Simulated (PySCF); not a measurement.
Molecule: SMILES Cc1cccs1, C$_{5}$H$_{6}$S.

Atoms are numbered as in `[CH3:1][c:2]1[cH:3][cH:4][cH:5][s:6]1` (H(Xn): hydrogen on atom n).

Geometry PBE0-D3(BJ)/def2-SVP throughout; GIAO in PySCF 2.14.0 with density-fitted response routines, gas phase, one conformer, non-relativistic; equivalent atoms averaged; functional PBE0.

For orientation, IGLO-III gives these absolute shieldings σ: C5 49.5, C3 51.4, C4 50.6, C1 166.6, S6 258.1, H(C5) 24.17, H(C4) 24.46, H(C3) 24.54, H(C1) 28.79 ppm.

A run gave: C5 55.7, C3 56.9, C4 56.3, C1 169.5, S6 232.1, H(C5) 24.27, H(C4) 24.50, H(C3) 24.60, H(C1) 28.94 ppm (absolute shieldings σ).

Q: Which basis set was used in that run?
A. cc-pVDZ
B. STO-3G
C. 6-311+G(2d,p)
D. def2-TZVP
E. cc-pVTZ

A: D. S6 tells them apart best: def2-TZVP gives 232.1, cc-pVDZ gives 344.6, cc-pVTZ gives 297.0, STO-3G gives 524.4, 6-311+G(2d,p) gives 253.8 ppm.
